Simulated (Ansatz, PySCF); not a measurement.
Wanted: the gas-phase enthalpy of formation of C=CC at 298 K. Reaction (SMILES): C=CC + C (CH4) -> C=C (C2H4) [ethene] + CC (C2H6); bond separation energy.

Each molecule is optimised on its own at B3LYP-D3(BJ)/def2-TZVP (Ansatz, a program for electronic structure). Valence correlation only, unless marked. Open shells are spin-unrestricted. No spin-orbit coupling. No relativistic terms. CBS marks a two-point X^-3 extrapolation of the correlation energy; Hartree-Fock from the larger set. The bracket is a focal-point correction in the basis named. Thermal terms are rigid-rotor harmonic-oscillator values from B3LYP-D3(BJ) frequencies (PySCF) at 298.15 K and 1 atm. 1 Eh = 627.5095 kcal/mol. PBE is always shown; the other two functionals were drawn at random. The atomisation route leaves out scalar relativity and anharmonic zero-point terms, the atoms' spin-orbit terms, and in the frozen-core level the core correlation. Atomic data: G2/97 table in ASE.

Tabulated enthalpies of formation of the partners: C (CH4) -17.8 kcal/mol, ATcT 1.112; C=C (C2H4) 12.6 kcal/mol, ATcT 1.112; CC (C2H6) -20.0 kcal/mol, ATcT 1.112.

```tsv
level	computed ΔH of the reaction (kcal/mol)	ΔHf by atomisation and measured atoms (kcal/mol)
PBE/def2-TZVPD (Ansatz)	5.9	-7.0
r2SCAN-D4/def2-TZVPD (Ansatz + dftd4)	6.3	5.5
wB97M-V/def2-TZVPD (Ansatz)	5.5	5.4
RI-MP2/CBS(cc-pVTZ,cc-pVQZ)+[CCSD(T)-MP2]/cc-pVTZ (Ansatz)	5.3	6.1
```

### Question
Derive ΔHf from the reaction at each level, and compare how far the levels part by the two routes.

### Answer

The partners sum to 10.4 kcal/mol (products minus other reactants), so ΔHf = (10.4 - ΔH):
- PBE/def2-TZVPD: 4.5; errors -0.4 by the reaction, -11.9 by atomisation
- r2SCAN-D4/def2-TZVPD: 4.1; errors -0.8 by the reaction, +0.6 by atomisation
- wB97M-V/def2-TZVPD: 4.9; errors +0.0 by the reaction, +0.5 by atomisation
- RI-MP2/CBS(cc-pVTZ,cc-pVQZ)+[CCSD(T)-MP2]/cc-pVTZ: 5.1; errors +0.2 by the reaction, +1.2 by atomisation
All levels span 1.0 kcal/mol by the reaction and 13.1 by atomisation; without PBE they span 1.0 and 0.7. The errors are against the measured 4.9 kcal/mol (ATcT 1.112).
